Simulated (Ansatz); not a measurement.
## Two structures, one formula

Two relaxed structures of CH₄FSi, doublet (PBE0-D4/def2-TZVP; forces vanish, vibrations not checked).

A:

```
atom    x (Å)    y (Å)    z (Å)
  C1   0.8489  -0.4860   0.1638
 Si2  -0.7095   0.4260  -0.2398
  F3   0.7909  -1.6149   0.8835
  H4  -1.6406  -0.4236  -1.0301
  H5  -0.3003   1.6112  -1.0347
  H6  -1.4161   0.8570   0.9964
  H7   1.8668  -0.2270  -0.1138
```

B:

| atom | x (Å) | y (Å) | z (Å) |
| --- | --- | --- | --- |
| C1 | -0.6478 | 0.3835 | -0.3109 |
| Si2 | 1.0887 | -0.3677 | -0.2341 |
| F3 | 0.2151 | -2.2483 | 1.0408 |
| H4 | -1.3384 | -0.1909 | -0.9353 |
| H5 | -0.5214 | 1.3631 | -0.7957 |
| H6 | -1.1077 | 0.5604 | 0.6651 |
| H7 | 0.8743 | -2.1165 | 1.6811 |

Ansatz 0.2.0; basis: def2-TZVPP; cores frozen in the correlated methods; orbitals are unrestricted. B3LYP uses VWN-RPA correlation.

Task: Which structure is lower at CCSD(T), and by how much? (Judge from chemistry; the value comes from the calculation.)

Result: Computed: A, by 0.083 eV (electronic energy, against the other). By their contacts, A is CH₄FSi ([F][CH][SiH3]) and B is a complex of CH₃Si ([CH3][Si]) + HF.

All methods give the same order:

```json
{"method": "PBE-D4", "E(B) − E(A) (eV)": "0.082"}
{"method": "r2SCAN-D4", "E(B) − E(A) (eV)": "0.330"}
{"method": "PBE0-D4", "E(B) − E(A) (eV)": "0.163"}
{"method": "B3LYP-D4", "E(B) − E(A) (eV)": "0.193"}
{"method": "wB97M-V", "E(B) − E(A) (eV)": "0.137"}
{"method": "HF", "E(B) − E(A) (eV)": "0.510"}
{"method": "MP2", "E(B) − E(A) (eV)": "0.020"}
{"method": "CCSD", "E(B) − E(A) (eV)": "0.114"}
{"method": "CCSD(T)", "E(B) − E(A) (eV)": "0.083"}
```

No T1 diagnostic of these runs exceeds 0.016. ⟨S²⟩ of the unrestricted Hartree–Fock references: 0.76 to 0.78 (a pure state has 0.75).

Labels in which every atom is bracketed show which atoms are joined, not bond orders.

For scale, one of the runs: CCSD(T)/def2-TZVPP, 160 basis functions, launched by `ansatz run in.yaml --threads 2 --pin off --events-out ev --progress --plain --max-ram 4352MiB`. Time: 110 s of wall clock on 2 CPU threads of an Arm Neoverse V1; the host was shared. Peak host memory: 2.8 GiB.
